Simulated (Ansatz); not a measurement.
# NH3Cl (doublet): the correlation ladder at distance N1–H4 along a hydrogen transfer = 1.567 Å, cc-pVDZ

How much of the correlation energy of NH3Cl (doublet) does each wave-function method recover here?

The runs use Ansatz 0.2.0, Gaussian basis; cc-pVDZ, core rule «outside noble gas», up to 6 orbitals frozen.

To be run: UHF; CCSD(T) on ROHF; CCSD(T) on UHF; BCCD(T) on ROHF; CISD; CCSDT(Q) on ROHF; CCSDT(Q) on UHF; CASSCF and MRCISD+Q, 3 electrons in 3 orbitals; CASSCF and NEVPT2, 3 electrons in 3 orbitals; CASSCF and NEVPT2, 15 electrons in 11 orbitals.

12 further runs of the same task are left out: 1 for a known fault of the program, 1 for a mislabelled method, 6 that didn't finish, 4 set aside as unsound or not needed.

## Step 1: What is computed

The geometry derives from fragments relaxed apart (PBE0/def2-TZVP) and kept rigid, so it is no stationary point. A hydrogen atom is moved between rigid fragments.

5 atoms, charge 0, spin multiplicity 2.

Atoms are counted from 1 here; the program's logs count them from 0.

Bond lengths: N1–H2 1.012 Å, N1–H3 1.012 Å, H4–Cl5 1.442 Å. Angles: H2–N1–H3 107.1°.

## Step 2: UHF

The input, in.yaml:

```yaml
crystal:
  periodic: [false, false, false]
  atoms:
    - {symbol: N, position_ang: [-2.051277, -0.010862, -0.016905]}
    - {symbol: H, position_ang: [-2.348557, 0.956972, -0.016905]}
    - {symbol: H, position_ang: [-2.348556, -0.413161, 0.863355]}
    - {symbol: H, position_ang: [-0.484277, -0.010861, -0.016905]}
    - {symbol: Cl, position_ang: [0.957723, -0.010861, -0.016905]}
basis:
  gaussian: {orbitals: cc-pVDZ}
magnetization: {spin_polarized: true, initial_magnetization: 1}
hamiltonian: {xc: hf}
output: {orbitals: {seedname: orbitals}}
```

Command:

```bash
$ ansatz run in.yaml --threads 1 --pin off --events-out ev --progress --plain --max-ram 2393MiB
```

Further steps of the session: CCSD(T) on ROHF; CCSD(T) on UHF; BCCD(T) on ROHF; CISD; CCSDT(Q) on ROHF; CCSDT(Q) on UHF; CASSCF and MRCISD+Q, 3 electrons in 3 orbitals; CASSCF and NEVPT2, 3 electrons in 3 orbitals; CASSCF and NEVPT2, 15 electrons in 11 orbitals.

Before running them: what should the planned runs give, taken together? Wanted: UCCSDT(Q) below the RHF energy; RMP2 from UCCSDT(Q); UMP2 from UCCSDT(Q); RCCSD from UCCSDT(Q); RCCSD(T) from UCCSDT(Q); UCCSD(T) from UCCSDT(Q); RCCSDT(Q) from UCCSDT(Q); MRCISD+Q pair from UCCSDT(Q); NEVPT2 valence from UCCSDT(Q).

The runs gave:

| quantity | value |
| --- | --- |
| UCCSDT(Q) below the RHF energy | -9.3753 eV |
| RMP2 from UCCSDT(Q) | +107.9 kJ/mol |
| UMP2 from UCCSDT(Q) | +108.1 kJ/mol |
| RCCSD from UCCSDT(Q) | +20.3 kJ/mol |
| RCCSD(T) from UCCSDT(Q) | +3.5 kJ/mol |
| UCCSD(T) from UCCSDT(Q) | +3.4 kJ/mol |
| RCCSDT(Q) from UCCSDT(Q) | +0.1 kJ/mol |
| MRCISD+Q pair from UCCSDT(Q) | +9.0 kJ/mol |
| NEVPT2 valence from UCCSDT(Q) | +167.7 kJ/mol |
| levels within 1 kcal/mol (43 meV) | RCCSD(T), UCCSD(T), BCCD(T), RCCSDT, UCCSDT, RCCSDT(Q) |
| T1 diagnostic | 0.018 |
| effectively unpaired electrons | 1.01 |

RCCSD(T) misses by +3.5 kJ/mol, 0.4 % of the correlation energy. One determinant dominates. Of the multireference levels listed MRCISD+Q pair comes nearest in total energy (+9.0 kJ/mol), which doesn't show that its space is the better one. These misses are within one basis, not against nature; the frozen cores of restricted and unrestricted runs differ, which can shift their rows.
